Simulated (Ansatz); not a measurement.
Equilibrium volume per atom (Å³/atom) of solids drawn from the class of elemental solids other than molecular ones, at two levels: PBE (plane waves, PAW; Ansatz, a first-principles code), and PBE-D3(BJ) (Ansatz, plane waves, PAW).

```csv
solid,PBE,PBE-D3(BJ)
α-phase Ga,20.29,19.39
hcp Zn,15.24,?
hcp Y,32.88,31.56
double-hcp La,37.13,?
hcp Lu,29.10,27.91
hcp Mg,22.95,21.74
hcp Re,14.95,14.67
hcp Cd,22.89,21.29
hcp Sc,24.65,23.54
white tin (β-Sn),28.41,27.21
```

### Question
Estimate the withheld PBE-D3(BJ) values from the other rows.

### Answer
One way: carry over the typical ratio. The ratios PBE-D3(BJ) / PBE of the other rows, in order: 0.9301, 0.9473, 0.9550, 0.9556, 0.9578, 0.9591, 0.9599, 0.9813; median 0.95670. hcp Zn: 15.24 × 0.95670 = 14.58 Å³/atom; the run gives 14.24 Å³/atom. Double-hcp La: 37.13 × 0.95670 = 35.52 Å³/atom; the run gives 34.46 Å³/atom. The ratios spread from 0.9301 to 0.9813, so such an estimate is rough. Double-hcp La lies outside that spread.

Of 10 rows, PBE-D3(BJ) is the larger in 0 and the smaller in 10.

Ansatz's runs of these crystals have no spin polarisation.

Spin–orbit coupling is left out, also for the solids with elements from indium on (double-hcp La, hcp Lu, hcp Re, white tin (β-Sn)); its size isn't shown.

Ansatz's density-functional and Hartree–Fock values are scalar-relativistic unless marked +SOC, with PAW data made under PBE.
